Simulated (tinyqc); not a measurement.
Worked calculation: FCI on RHF in the sto-3g basis, frozen core, for HF, spin multiplicity 1. One step of it, computed by the program tinyqc.

Problem. FCI: determinants and Hamiltonian. Slater-Condon rules over spin orbitals, with the nuclear repulsion and the energy of the frozen orbital added and E(HF) subtracted on the diagonal. Only determinants linked to the reference directly or through others are kept (one block of an abelian symmetry group), so some states are absent.

one-electron integrals dressed by the frozen orbital, h + 2 (pq|11) - (p1|1q) (hartree):
```
,2,3,4,5,6
2,-6.910873,0.255047,0.000000,0.000000,0.843582
3,0.255047,-5.921324,0.000000,0.000000,1.006088
4,0.000000,0.000000,-6.297910,0.000000,0.000000
5,0.000000,0.000000,0.000000,-6.297910,0.000000
6,0.843582,1.006088,0.000000,0.000000,-4.316656
```

energy of the frozen orbital, 2 h_11 + (11|11) = -75.97243878 hartree

Two-electron integrals over orbitals (pq|rs), unique and non-zero (hartree); the lowest 1 orbital is frozen and left out:
```
p,q,r,s,(pq|rs)
2,2,2,2,0.863378
3,2,2,2,0.010567
3,2,3,2,0.156960
3,3,2,2,0.776916
3,3,3,2,-0.071848
3,3,3,3,0.832690
4,2,4,2,0.174842
4,3,4,2,-0.049452
4,3,4,3,0.057167
4,4,2,2,0.870799
4,4,3,2,-0.073167
4,4,3,3,0.797108
4,4,4,4,0.997514
5,2,5,2,0.174842
5,3,5,2,-0.049452
5,3,5,3,0.057167
5,4,5,4,0.053770
5,5,2,2,0.870799
5,5,3,2,-0.073167
5,5,3,3,0.797108
5,5,4,4,0.889973
5,5,5,5,0.997514
6,2,2,2,-0.146575
6,2,3,2,-0.026183
6,2,3,3,-0.056559
6,2,4,4,-0.148465
6,2,5,5,-0.148465
6,2,6,2,0.103240
6,3,2,2,-0.124087
6,3,3,2,0.088081
6,3,3,3,-0.138943
6,3,4,4,-0.165515
6,3,5,5,-0.165515
6,3,6,2,0.063348
6,3,6,3,0.142089
6,4,4,2,-0.049026
6,4,4,3,-0.008454
6,4,6,4,0.033068
6,5,5,2,-0.049026
6,5,5,3,-0.008454
6,5,6,5,0.033068
6,6,2,2,0.705745
6,6,3,2,0.082043
6,6,3,3,0.666083
6,6,4,4,0.660713
6,6,5,5,0.660713
6,6,6,2,-0.070861
6,6,6,3,-0.008497
6,6,6,6,0.721116
```

nuclear repulsion = 5.94581136 hartree

Hartree-Fock energy = -98.53026259 hartree

Give: determinants; H - E(HF) between determinants.

Solution.

Occupation strings over the orbitals (2 doubly, a alpha, b beta, 0 empty; spin orbitals ordered 1a 1b 2a 2b ...): 222220 22a22b 2a222b 22b22a 2b222a 222202 222022 220222 2ab222 2ba222 202222

H - E(HF) between determinants (hartree):
```
,222220,22a22b,2a222b,22b22a,2b222a,222202,222022,220222,2ab222,2ba222,202222
222220,0.0000,0.0000,0.0000,0.0000,0.0000,0.0331,0.0331,0.1421,-0.0633,0.0633,0.1032
22a22b,0.0000,0.8521,-0.0187,-0.1421,-0.0633,0.0085,0.0085,0.1304,0.0881,-0.0143,0.0262
2a222b,0.0000,-0.0187,1.6730,-0.0633,-0.1032,0.0490,0.0490,-0.0881,-0.1156,0.0262,0.0757
22b22a,0.0000,-0.1421,-0.0633,0.8521,-0.0187,-0.0085,-0.0085,-0.1304,-0.0143,0.0881,-0.0262
2b222a,0.0000,-0.0633,-0.1032,-0.0187,1.6730,-0.0490,-0.0490,0.0881,0.0262,-0.1156,-0.0757
222202,0.0331,0.0085,0.0490,-0.0085,-0.0490,1.5995,0.0538,0.0572,0.0495,-0.0495,0.1748
222022,0.0331,0.0085,0.0490,-0.0085,-0.0490,0.0538,1.5995,0.0572,0.0495,-0.0495,0.1748
220222,0.1421,0.1304,-0.0881,-0.1304,0.0881,0.0572,0.0572,1.9258,0.1726,-0.1726,0.1570
2ab222,-0.0633,0.0881,-0.1156,-0.0143,0.0262,0.0495,0.0495,0.1726,2.6513,-0.1570,0.0902
2ba222,0.0633,-0.0143,0.0262,0.0881,-0.1156,-0.0495,-0.0495,-0.1726,-0.1570,2.6513,-0.0902
202222,0.1032,0.0262,0.0757,-0.0262,-0.0757,0.1748,0.1748,0.1570,0.0902,-0.0902,3.5190
```
